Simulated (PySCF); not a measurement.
# Protonation sites of formaldehyde

Molecule: `C=O` (CH2O). Coordinates in Å; atoms count from 1 in this order:
```
C     0.0072    0.0023   -0.0113
O     1.1844   -0.2092   -0.0268
H    -0.7518   -0.8210    0.0075
H    -0.4183    1.0383   -0.0146
```

Level of theory: ωB97X-D3(BJ)/def2-TZVP single points in PySCF, grid level 2; every species was optimised with PBE0-D3(BJ)/def2-SVP. ωB97X-D3(BJ) is ωB97X-V with D3(BJ) in place of VV10. Thermal corrections: PBE0-D3(BJ)/def2-SVP frequencies, unscaled, ideal gas at 298.15 K and 1 bar, quasi-RRHO entropy.

```csv
site,product,PA / kJ/mol,GB / kJ/mol
O2 (carbonyl oxygen),C=[OH+],720,690
```

PA is −ΔH and GB is −ΔG of B + H⁺ → BH⁺ in the gas phase.

Against the Active Thermochemical Tables (version 1.112): O2 711 (computed 720, error 9) kJ/mol.

Measured values (NIST Chemistry WebBook, evaluated or the median of agreeing entries): proton affinity (−ΔH) 713 kJ/mol (computed 720, difference 7); gas-phase basicity (−ΔG) 683 kJ/mol (computed 690, difference 7).

Run with `OMP_NUM_THREADS=1 python redox_run.py task.json out` on 1 thread of Arm Neoverse V2, a shared host. Structures, frequencies and single points: 17 s of wall time.
